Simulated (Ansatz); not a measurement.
We consider hcp Ti, described by PBEsol (plane waves, PAW; Ansatz, a quantum-chemistry and plane-wave program).

A perfect cell of 2 atoms has -4947.7919 eV. A cell of 36 sites with one atom taken out, atoms relaxed at the host's volume, has -86584.1382 eV. Energies are extrapolated to zero smearing.

Defect cell: Settings: plane-wave cutoff 500 eV, 5×5×5 k mesh, Fermi–Dirac smearing 0.1 eV, cell of 36 sites, scalar-relativistic PAW data made under PBE.

Perfect cell: Numerical settings: plane-wave cutoff 500 eV, 15×15×10 k mesh (along the axes of the cell as run), Fermi–Dirac smearing 0.1 eV, scalar-relativistic PAW data made under PBE.

Problem. Work out the vacancy formation energy.

Solution. E_f = E(35) − 35 × E_bulk per atom = -86584.1382 − 35 × (-4947.7919/2) = 2.22 eV. Before relaxation the value is 2.29 eV.

Measured, for comparison: vacancy formation energy 1.27 ± 0.05 eV (not corrected to a static lattice, monovacancy; as tabulated in Hashimoto et al. (1984), doi:10.1088/0305-4608/14/10/004).

The cell is finite, so the vacancy feels its images.

Note: energies are extrapolated to zero smearing, and mesh and cell size move such values by some hundredths of an eV or more.
